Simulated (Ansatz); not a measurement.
Na(Cl) cation (ClNa), SMILES [Cl][Na] (connectivity only; charge and spin as stated), charge +1, multiplicity 2.

Coordinates come from a PBE0-D3(BJ)/def2-TZVPD optimisation. The spin state was assumed, not searched.

Two levels are set side by side: PBE/def2-TZVPD (Ansatz, a first-principles code) and PBE0/def2-TZVPD (Ansatz). Energy differences of separate SCF runs at the same geometry; the states with an electron removed or added have multiplicity 3 and 1. Differences are taken from unrounded values.

```
quantity                          PBE0
-------------------------------  -----
vertical ionisation energy (eV)  18.04
vertical electron affinity (eV)   8.64
```

Task: What does PBE give, and how far is it from PBE0? (The exact figures need the calculation; the answer reports its results.)

Result: 
```json
[
 {"quantity": "vertical ionisation energy (eV)", "PBE": "18.07", "PBE minus PBE0": "0.03"},
 {"quantity": "vertical electron affinity (eV)", "PBE": "8.75", "PBE minus PBE0": "0.11"}
]
```

Here PBE gives about what the other level gives.
